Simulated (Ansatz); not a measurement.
**CH4AlNa (SMILES [Na][CH2][AlH2]): functionals against CCSD(T) at one geometry**

An exercise on one series of results from a longer session: the logs are not shown, and one member is left open.

Computed with Ansatz 0.2.0, Gaussian basis. Level: single points in def2-TZVPP.

Correlated methods freeze the cores. The outer core shell of Li, Na, Mg and K is correlated.

### Starting geometry

SMILES `[Na][CH2][AlH2]`, 7 atoms, charge 0, spin multiplicity 1.

Atoms are counted from 1 here; the program's logs count them from 0.

Bond lengths: Na1–C2 2.410 Å, C2–Al3 1.935 Å, C2–H4 1.114 Å, C2–H5 1.116 Å, Al3–H6 1.734 Å, Al3–H7 1.561 Å. Angles: Na1–C2–Al3 95.0°, Na1–C2–H4 104.1°, Na1–C2–H5 106.9°, Al3–C2–H4 116.9°, Al3–C2–H5 121.9°, H4–C2–H5 108.9°, C2–Al3–H6 115.9°, C2–Al3–H7 134.9°, H6–Al3–H7 109.1°.

As a file:

```xyz
7

Na   -2.3209    0.4701    0.1713
C    -0.2904   -0.3840   -0.8066
Al    0.8483    0.1753    0.6546
H    -0.4784   -1.4768   -0.9090
H    -0.2058    0.0649   -1.8245
H     0.0581    1.0130    1.9516
H     2.3853    0.1494    0.9252
```

The first run:

run/in.yaml

```yaml
crystal:
  periodic: [false, false, false]
  atoms:
    - {symbol: Na, position_ang: [-2.320900, 0.470100, 0.171300]}
    - {symbol: C, position_ang: [-0.290400, -0.384000, -0.806600]}
    - {symbol: Al, position_ang: [0.848300, 0.175300, 0.654600]}
    - {symbol: H, position_ang: [-0.478400, -1.476800, -0.909000]}
    - {symbol: H, position_ang: [-0.205800, 0.064900, -1.824500]}
    - {symbol: H, position_ang: [0.058100, 1.013000, 1.951600]}
    - {symbol: H, position_ang: [2.385300, 0.149400, 0.925200]}
basis:
  gaussian: {orbitals: def2-TZVPP}
correlation: {method: ccsd_t}
output: {forces: true}
```

The command line of these runs was not kept.

Steps of the session up to this table: CCSD(T)/def2-TZVPP; PBE0-D4/def2-TZVPP; wB97M-V/def2-TZVPP; r2SCAN-D4/def2-TZVPP; PBE-D4/def2-TZVPP; CAM-B3LYP-D4/def2-TZVPP; B97M-V/def2-TZVPP.

One of the session's tables, all rows but one given; the rest of the session is left out.

| method | RMS force component (eV/Å) | angle to CCSD(T) forces (°) | dipole (D) |
| --- | --- | --- | --- |
| CCSD(T) | 0.418 | reference | 6.50 |
| PBE0-D4 | 0.437 | 7.8 | 6.24 |
| wB97M-V | 0.435 | 8.0 | 6.49 |
| r2SCAN-D4 | 0.434 | 10.2 | 6.33 |
| PBE-D4 | ? | ? | ? |
| CAM-B3LYP-D4 | 0.456 | 8.4 | 6.31 |
| B97M-V | 0.442 | 11.6 | 5.98 |

**Question.** Estimate the row for PBE-D4.

**Answer.** RMS force component (eV/Å): 0.398; angle to CCSD(T) forces (°): 12.1; dipole (D): 5.62. In the column «RMS force component (eV/Å)» it is the lowest.
